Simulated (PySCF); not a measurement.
Compound: N-methylmethanimine, C2H5N.
Atom-mapped SMILES: `[CH2:1]=[N:2][CH3:3]` (hydrogens: H4, H5 on C1; H6, H7, H8 on C3)

The geometry is computed with GFN2-xTB (gas phase).

Question: List the bond lengths and angles at this level.

Answer: 
```json
{"bond": "C1=N2", "length (bohr)": "2.361"}
{"bond": "N2–C3", "length (bohr)": "2.698"}
{"bond": "C1–H4", "length (bohr)": "2.041"}
{"bond": "C1–H5", "length (bohr)": "2.074"}
{"bond": "C3–H6, C3–H7, C3–H8", "length (bohr)": "2.066"}
```

Bonds in one row agree within 0.02 bohr and their mean is given. A selection of angles:
```json
{"angle": "N2–C1–H4", "degrees": "118.6"}
{"angle": "N2–C1–H5", "degrees": "124.5"}
{"angle": "H4–C1–H5", "degrees": "116.9"}
{"angle": "C1–N2–C3", "degrees": "120.5"}
{"angle": "N2–C3–H6", "degrees": "113.8"}
{"angle": "N2–C3–H7", "degrees": "108.0"}
{"angle": "H6–C3–H7", "degrees": "109.6"}
{"angle": "H7–C3–H8", "degrees": "107.7"}
```

Of the pairs four or more bonds apart, H5···H6 is among the closest relative to their van der Waals radii: 2.30 Å, 96 % of the sum of Bondi's values. The C–N distances run from 1.250 Å (C1=N2, drawn double) to 1.428 Å (N2–C3, drawn single), a spread of 0.178 Å. N2 (imine nitrogen) is bent (angle 120.5°).

Point group: Cs (tolerance 0.08 Å). No frequency check.
